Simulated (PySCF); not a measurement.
C2H6S, SMILES CCS (connectivity only; charge and spin as stated), charge +1, multiplicity 2.

Geometry: TPSSh-D3(BJ)/def2-TZVP. The geometry has at least one imaginary mode, so it is a saddle point at that level. The multiplicity is an assumed one; other spin states were not compared. Other conformers were not sampled.

Calculation: TPSSh-D3(BJ)/def2-TZVP run with PySCF.

Frequencies are harmonic and unscaled.

| mode | ν (cm⁻¹) | IR (km/mol) | moving atoms (share of kinetic energy) |
|---|---|---|---|
| 1 | 180i | 38.8 | H 95 % |
| 2 | 221 | 0.3 | H 90 % |
| 3 | 306 | 1.4 | C 48 %, H 32 %, S 20 % |
| 4 | 607 | 2.0 | C 56 %, S 33 %, H 11 % |
| 5 | 652 | 3.1 | H 78 %, C 21 % |
| 6 | 868 | 17.9 | H 90 % |
| 7 | 963 | 1.9 | C 53 %, H 46 % |
| 8 | 971 | 3.3 | H 89 %, C 10 % |
| 9 | 1096 | 0.5 | C 50 %, H 49 % |
| 10 | 1208 | 0.6 | H 78 %, C 22 % |
| 11 | 1280 | 1.1 | H 80 %, C 19 % |
| 12 | 1373 | 48.8 | H 92 %, C 8 % |
| 13 | 1427 | 5.1 | H 84 %, C 16 % |
| 14 | 1496 | 17.7 | H 97 % |
| 15 | 1496 | 5.3 | H 96 % |
| 16 | 2601 | 27.4 | H 97 % |
| 17 | 2955 | 75.6 | H 95 % |
| 18 | 2969 | 15.2 | H 91 %, C 9 % |
| 19 | 3050 | 1.7 | H 97 % |
| 20 | 3127 | 0.4 | H 91 %, C 9 % |
| 21 | 3131 | 0.5 | H 90 %, C 10 % |
